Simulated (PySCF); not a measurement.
## Magnetisability: `InChI=1S/FH/h1H`

Cartesian coordinates in Å; atom numbers follow the order of the lines, from 1:
```xyz
2

F     0.444   -0.082    0.089
H    -0.441    0.083   -0.103
```

Theory: GIAO B3LYP/6-31++G** magnetisability, rotational g tensor and spin-rotation constants, non-relativistic, gas phase (PySCF 2.14.0). Geometry: PBE0-D3(BJ)/def2-SVP.

Question: How diamagnetic is it, and how anisotropic?

Answer: Isotropic -178 × 10⁻³⁰ J/T², or -10.7 × 10⁻⁶ cm³/mol; principal values -180, -180, -174 × 10⁻³⁰ J/T², anisotropy 7 × 10⁻³⁰ J/T² (root of half the summed squared differences of the principal values). The susceptibility is in cgs units.

Question: Split it along the inertial axes a, b, c into diamagnetic and paramagnetic parts about the centre of mass, with the quadrupole moment.

Answer: 
```
axis  χ (10⁻⁶ cm³/mol)  diamagnetic (10⁻⁶ cm³/mol)  paramagnetic (10⁻⁶ cm³/mol)  summed x² of all electrons (Å²)  quadrupole Θ (D Å)
   a             -10.5                       -10.5                          0.0                              1.5               +2.34
   b             -10.9                       -11.7                          0.8                              1.2               -1.17
   c             -10.9                       -11.7                          0.8                              1.2               -1.17
```
Anisotropies 2χaa − χbb − χcc = +0.8 and 2χbb − χaa − χcc = -0.4 × 10⁻⁶ cm³/mol. Θ is traceless in Buckingham's convention.

Question: And the rotational g tensor?

Answer: 
```
axis  rotational constant (GHz)        g  nuclear part  electronic part
   b                   623.6122  +0.7259        0.9731          -0.2472
   c                   623.6122  +0.7259        0.9731          -0.2472
```
Linear; isotopes 19F, 1H; no vibrational averaging.
